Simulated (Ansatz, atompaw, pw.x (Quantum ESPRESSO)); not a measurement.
**What a changed setting does to a pw.x run (diamond Li)**

Potential: PAW, atompaw 4.2.0.5, PBEsol; core [He], reference 2s1 2p0; waves: 2s (bound): rc 3.00 bohr; 2s channel at 0.15 Ry: rc 3.00 bohr; 2p (bound, empty): rc 3.00 bohr; 2p channel at 0.45 Ry: rc 3.00 bohr; local part: bessel scheme, radius 2.25 bohr; core correction: smooth core density matched at 2.70 bohr; augmentation: besselshape compensation charge, radius 2.55 bohr; PAW radius 3.00 bohr; waves and projectors: custom polynom vanderbiltortho.

The reference run (k-mesh 8³, cutoffs 40/400 Ry, Fermi–Dirac 0.01 Ry, mixing_beta 0.4, conv_thr 1e-9, no spin) gives 0.03 GPa at 25.938 Å³/atom, where all-electron LAPW gives -0.02 GPa. This run, with its own iteration cap, changes degauss to 0.002.

```
&control
  calculation='scf', prefix='x', pseudo_dir='./', outdir='./tmp', tstress=.true., disk_io='none'
/
&system
  ibrav=0, nat=2, ntyp=1, ecutwfc=40, ecutrho=400, nbnd=8,
  occupations='smearing', smearing='fd', degauss=0.002
/
&electrons
  conv_thr=1e-09, mixing_beta=0.4, electron_maxstep=70
/
ATOMIC_SPECIES
Li 1.0 Li.UPF
CELL_PARAMETERS angstrom
  0.00000000 2.96013939 2.96013939
  2.96013939 0.00000000 2.96013939
  2.96013939 2.96013939 0.00000000
ATOMIC_POSITIONS crystal
Li 0.0000 0.0000 0.0000
Li 0.2500 0.2500 0.2500
K_POINTS automatic
8 8 8 0 0 0
```

```bash
pw.x < Li.scf.in > Li.scf.out
```

Problem. How does the run end?

Solution. It converges in 6 iterations; the free energy moves by +12.3 meV/atom and the pressure by +0.00 GPa. In a metal, with Fermi–Dirac smearing, F lies below its zero-width value by a term in the square of the width.

```
Message from routine setup:
     using ibrav=0 with symmetry is DISCOURAGED, use correct ibrav instead
     lattice parameter (alat)  =       7.9109  a.u.
     unit-cell volume          =     350.0766 (a.u.)^3
     number of electrons       =         2.00
     number of Kohn-Sham states=            8
     kinetic-energy cutoff     =      40.0000  Ry
     charge density cutoff     =     400.0000  Ry
     scf convergence threshold =      1.0E-09
     Exchange-correlation= SLA PW PSX PSC
     number of k points=    29  Fermi-Dirac smearing, width (Ry)=  0.0020
     iteration #  1     ecut=    40.00 Ry     beta= 0.40
     total energy              =      -7.32965416 Ry
     estimated scf accuracy    <       0.00046500 Ry
     iteration #  2     ecut=    40.00 Ry     beta= 0.40
     total energy              =      -7.32929152 Ry
     estimated scf accuracy    <       0.00021777 Ry
     iteration #  3     ecut=    40.00 Ry     beta= 0.40
     total energy              =      -7.32931249 Ry
     estimated scf accuracy    <       0.00000604 Ry
     iteration #  4     ecut=    40.00 Ry     beta= 0.40
     total energy              =      -7.32931461 Ry
     estimated scf accuracy    <       0.00000107 Ry
     iteration #  5     ecut=    40.00 Ry     beta= 0.40
     total energy              =      -7.32931464 Ry
     estimated scf accuracy    <          3.4E-09 Ry
     iteration #  6     ecut=    40.00 Ry     beta= 0.40
     the Fermi energy is     0.0802 ev
!    total energy              =      -7.32931462 Ry
     estimated scf accuracy    <          2.4E-10 Ry
     smearing contrib. (-TS)   =      -0.00024831 Ry
     convergence has been achieved in   6 iterations
          total   stress  (Ry/bohr**3)                   (kbar)     P=        0.30
     Message from routine punch:
     Nothing written, as per user request (disk_io='none')
```

The run took about 4.2 s on one core of a shared host (Intel(R) Xeon(R) 6975P-C, 192 threads, 1512 GiB, load 74).
